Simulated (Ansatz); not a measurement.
Born–Oppenheimer molecular dynamics of BH₅N₂ (8 atoms, charge 0, multiplicity 1). It starts at the highest image of a converged band. Of that band: The profile has 3 maxima (images 1, 5, 7) with wells between them (images 2, 6): this band takes more than one step, which may be the mechanism or a detour left from its start path. Neighbouring images differ by up to 2.7 eV, so the band resolves the path poorly. A vibrational analysis at the climbing image gives one clearly imaginary mode, 741i cm⁻¹: a first-order saddle point.

Method: RKS B3LYP-D4/def2-SVP (Ansatz).

```
ensemble                      : NVE (velocity Verlet)
time step                     : 0.5 fs
steps asked                   : 200
starting velocities drawn for : 300 K
seed                          : 9846
```

First frame:

```xyz
8
Properties=species:S:1:pos:R:3
B -0.642 -1.183 -0.257
H 1.561 0.696 0.978
N 1.771 0.083 0.206
H 1.591 -0.908 0.296
H 2.015 0.470 -0.692
N -1.293 -0.018 -0.616
H -2.274 -0.036 -0.887
H -0.852 0.896 -0.632
```

How far do the bonds stretch over the last three quarters of this one trajectory? (Pairs bonded in most of those frames.)


```
 bond  mean (Å)  spread (Å)  shortest  longest
B1–N6     1.375       0.011      1.35     1.39
H2–N3     1.020       0.023      0.97     1.07
N3–H4     1.021       0.019      0.98     1.06
N3–H5     1.021       0.027      0.97     1.08
N6–H7     1.019       0.025      0.97     1.06
N6–H8     1.026       0.029      0.97     1.07
```

Mean temperature of the second half: 377 K. The conserved energy stayed within 0.44 meV per atom of its start (net change -0.017 meV per atom), so the integration is sound. A run of 0.1 ps of so small a system gives no equilibrium averages. The orbitals stay closed-shell, which can raise the energy where a bond breaks towards radicals; this wasn't checked here.

Run time: 5.3 min on 1 thread of Arm Neoverse V1 (shared host), peak memory 0.1 GiB.
